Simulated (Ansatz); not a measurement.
Ansatz (a program for electronic structure) input:

Ansatz 0.2 input:
```yaml
crystal:
  periodic: [false, false, false]
  atoms:
    - {symbol: C, position_ang: [-0.13663515, -0.00398461, 0.17918223]}
    - {symbol: F, position_ang: [-0.24530402, 1.08851294, -0.56399627]}
    - {symbol: F, position_ang: [-0.29179082, -1.10264462, -0.54656589]}
    - {symbol: H, position_ang: [0.68168616, -0.01583613, 0.88440106]}
basis:
  gaussian:
    orbitals: def2-TZVP
hamiltonian:
  xc: b3lyp
  dispersion: d3bj
magnetization: {spin_polarized: true, initial_magnetization: 1}
relax: {f_tol: 0.002, max_steps: 150}
```

Which total energy does the run end on?

-238.42731 Eh (B3LYP-D3(BJ)/def2-TZVP). The basis has 99 functions.

It need not be the lowest isomer of its formula.
